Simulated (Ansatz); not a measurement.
**BH₃O₂: a reaction path by the nudged elastic band**

What path joins these two structures, and how high does it climb? Both ends were relaxed at PBE0-D4 in triple zeta.

Method: PBE0-D4/def2-SVP; program: Ansatz 0.2.0, Gaussian basis.

16 further runs of the same task are left out: 16 set aside as unsound or not needed.

### 1 Starting geometry

The first end: 6 atoms, charge 0, spin multiplicity 1.

Atoms are counted from 1 here; the program's logs count them from 0.

Bond lengths: B1–O2 1.364 Å, B1–O3 1.353 Å, B1–H5 1.198 Å, O2–H6 0.958 Å, O3–H4 0.963 Å. Angles: O2–B1–O3 119.3°, O2–B1–H5 122.3°, O3–B1–H5 118.4°, B1–O2–H6 113.2°, B1–O3–H4 112.3°.

Coordinates:

```
atom     x (Å)     y (Å)     z (Å)
  B1  -0.16888   0.13796  -0.27871
  O2   0.89554   0.27716   0.56219
  O3  -1.01792  -0.90171  -0.10644
  H4  -0.76324  -1.46217   0.63367
  H5  -0.38301   0.90717  -1.17170
  H6   1.43761   1.04148   0.36100
```

The second end:

```xyz
6

B    -0.97427    0.03212   -0.93208
O     0.81414    0.31666    0.92557
O    -1.28065   -1.07573   -0.57535
H     0.43533   -0.55626    1.07226
H    -0.75731    1.10207   -1.35741
H     1.76286    0.18104    0.86702
```

### 2 The band at PBE0-D4/def2-SVP

File neb/in.yaml:

```yaml
crystal:
  periodic: [false, false, false]
  atoms:
    - {symbol: B, position_ang: [-0.168878, 0.137962, -0.278715]}
    - {symbol: O, position_ang: [0.895540, 0.277165, 0.562186]}
    - {symbol: O, position_ang: [-1.017924, -0.901706, -0.106438]}
    - {symbol: H, position_ang: [-0.763238, -1.462172, 0.633671]}
    - {symbol: H, position_ang: [-0.383006, 0.907167, -1.171702]}
    - {symbol: H, position_ang: [1.437607, 1.041485, 0.360997]}
basis:
  gaussian: {orbitals: def2-SVP}
hamiltonian: {xc: pbe0, dispersion: d4}
neb:
  images: 5
  climbing: true
  max_iterations: 40
  initial_path: idpp
  final_atoms:
    - {symbol: B, position_ang: [-0.974272, 0.032120, -0.932081]}
    - {symbol: O, position_ang: [0.814144, 0.316659, 0.925569]}
    - {symbol: O, position_ang: [-1.280646, -1.075728, -0.575354]}
    - {symbol: H, position_ang: [0.435325, -0.556263, 1.072261]}
    - {symbol: H, position_ang: [-0.757308, 1.102070, -1.357412]}
    - {symbol: H, position_ang: [1.762857, 0.181042, 0.867018]}
```

Command:

```
$ ansatz run in.yaml --threads 2 --pin off --events-out ev --progress --plain --max-ram 4352MiB
```

What it wrote, shortened:

```text
Functional definition: PBE0
  name "PBE0"
  cite "Adamo & Barone, J. Chem. Phys. 110, 6158 (1999) doi:10.1063/1.478522"
  cite "Perdew, Burke & Ernzerhof, Phys. Rev. Lett. 77, 3865 (1996) doi:10.1103/PhysRevLett.77.3865"
  parent pbe
[...]
609 factors; integrals over basis functions are off by at most 2.6e-4 eV
[...]
mean field -4812.94508987 eV, -176.8724697214 hartree, gradient 3.4e-5 eV, S^2 0.000000; 0 other end points of the search recorded, 0 dependent functions left out
[...]
reference -4812.94510959 eV, -176.8724704462 hartree; 12, 12 occupied and 45, 45 virtual orbitals, 609 factors
[... from here to the last solve, the lines of the solves are left out (108 solves) ...]
WARN: NEB end point (image 0): max|allowed force component| = 3.379e-1 eV/Å (the criterion of neb.relax_end_points is 1.000e-2). That is over neb.f_tol: it is no minimum, so the barrier can be far off. Relax it first
WARN: NEB end point (image 6): max|allowed force component| = 3.136e-1 eV/Å (the criterion of neb.relax_end_points is 1.000e-2). That is over neb.f_tol: it is no minimum, so the barrier can be far off. Relax it first
NEB iter   1: max|band force component| = 4.339e0 eV/Å  barrier→ = 5.3072 eV  barrier← = 3.3146 eV  Δτ_max = 0.2000 Å  (160 SCF iters)
[...]
NEB iter   5: max|band force component| = 1.177e0 eV/Å  barrier→ = 2.3467 eV  barrier← = 0.3541 eV  Δτ_max = 0.1978 Å  (132 SCF iters)
[...]
NEB iter   9: max|band force component| = 2.377e-1 eV/Å  barrier→ = 2.3417 eV  barrier← = 0.3490 eV  CI = image 3  Δτ_max = 0.0713 Å  (124 SCF iters)
[...]
NEB iter  13: max|band force component| = 2.028e-1 eV/Å  barrier→ = 2.3223 eV  barrier← = 0.3296 eV  CI = image 3  Δτ_max = 0.0177 Å  (118 SCF iters)
[...]
NEB iter  15: max|band force component| = 9.473e-2 eV/Å  barrier→ = 2.3212 eV  barrier← = 0.3286 eV  CI = image 3  Δτ_max = 0.0177 Å  (115 SCF iters)
[...]
NEB iter  16: max|band force component| = 2.554e-2 eV/Å  barrier→ = 2.3212 eV  barrier← = 0.3286 eV  CI = image 3  Δτ_max = 0.0000 Å  (700 SCF iters)
Total energy: -4810.66869627 eV, -176.7888137995 hartree
Atom 0 at    -0.448807     0.157261    -0.504360 Å, force    -0.001259    -0.000990    -0.003715 eV/Å
Atom 1 at     0.450327     0.248989     0.783513 Å, force     0.002922    -0.001013    -0.001072 eV/Å
Atom 2 at    -0.915067    -1.022581    -0.374673 Å, force     0.001153    -0.000398     0.001839 eV/Å
Atom 3 at    -0.009610    -0.776928     0.695755 Å, force    -0.002858     0.000056     0.000074 eV/Å
Atom 4 at    -0.483069     1.112274    -1.233612 Å, force    -0.000229     0.001192     0.001368 eV/Å
Atom 5 at     1.406328     0.280886     0.633376 Å, force     0.000270     0.001152     0.001506 eV/Å
Dipole moment:     0.684190     0.274218     0.211484 e Å
```

Wall time 59 s (2 threads of Arm Neoverse V1, shared host).

The last band:

```
image  path (Å)  energy (kcal/mol)  O2–H4 (Å)  B1–O2 (Å)  O3–H4 (Å)
    0      0.00                0.0       2.40       1.36       0.96
    1      0.54                6.3       2.07       1.37       0.97
    2      1.08               22.8       1.70       1.41       1.01
    3      1.62               53.5       1.13       1.57       1.42
    4      2.14               46.2       0.98       1.84       2.06
    5      2.65               45.1       0.97       2.29       2.43
    6      3.17               46.0       0.96       2.59       2.43
```

The highest image, 3:

```
B    -0.4488    0.1573   -0.5044
O     0.4503    0.2490    0.7835
O    -0.9151   -1.0226   -0.3747
H    -0.0096   -0.7769    0.6958
H    -0.4831    1.1123   -1.2336
H     1.4063    0.2809    0.6334
```

### 3 What came out

| quantity | value |
| --- | --- |
| PBE0-D4/def2-SVP, 16 iterations | highest 53.5 kcal/mol (image 3), last end +46.0 kcal/mol |
| from earlier runs: barrier over the separately found saddle, CCSD(T)/def2-TZVPP | 55.0 kcal/mol |

The highest image lies 53.5 kcal/mol above the first end, and it climbed, so it estimates the saddle. The ends are not quite minima at this level (largest force component 0.34 eV/Å), so the heights are unreliable: relaxing the first end would lower it and raise the barrier above it. The highest image is 1.5 kcal/mol below the CCSD(T) barrier in triple zeta, which comes from separate runs on the saddle.
